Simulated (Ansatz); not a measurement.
**AsH₂, doublet: reading a ladder of total energies**

Geometry: that of the AsH2⁻, triplet, kept fixed.

```json
{"atom": "As", "x (Å)": "0.0000", "y (Å)": "0.0191", "z (Å)": "0.0272"}
{"atom": "H", "x (Å)": "0.0000", "y (Å)": "-1.5033", "z (Å)": "-0.1111"}
{"atom": "H", "x (Å)": "0.0000", "y (Å)": "0.0833", "z (Å)": "-1.9075"}
```

Basis aug-cc-pVDZ; Ansatz 0.2.0. Only valence electrons are correlated (noble-gas cores and the filled d shells of p-block atoms frozen), which leaves 7 electrons in 40 orbitals. Prefix R: restricted or restricted open-shell reference. No spin–orbit coupling is included, and no scalar relativity.

Full CI isn't at hand for all of this; RCCSDTQ serves as the reference, and is uncertain by about the last step of the cluster series.

Runs differ by some tens of microhartree through their thresholds and, for an open shell, their frozen cores, so steps under 0.03 kcal/mol mean nothing.

| level | total energy (hartree) |
| --- | --- |
| RHF | -2235.272335 |
| RMP2 | -2235.384339 |
| RCCSD | -2235.412649 |
| RCCSD(T) | -2235.416879 |
| RCCSDT | -2235.417742 |
| RCCSDT(Q) | -2235.417923 |
| RCCSDTQ | -2235.417952 |

Problem. What is the correlation energy at RCCSDTQ, and what share of it do RMP2 and RCCSD recover?

Solution. E(corr) = -2235.417952 − (-2235.272335) = -0.145617 hartree = -3.962 eV. RMP2: -0.112004 / -0.145617 = 76.92 %. RCCSD: -0.140314 / -0.145617 = 96.36 %.

Problem. By how many kcal/mol does RCCSD(T) miss RCCSDTQ (1 hartree = 627.509 kcal/mol), and which steps make up the rest?

Solution. -2235.416879 − (-2235.417952) = 0.001073 hartree = 0.67 kcal/mol. Steps: RCCSDT − RCCSD(T) = -0.54, RCCSDT(Q) − RCCSDT = -0.11, RCCSDTQ − RCCSDT(Q) = -0.02 kcal/mol. That is within 1 kcal/mol of the reference in this basis, which itself misses far more of the correlation at the basis-set limit.
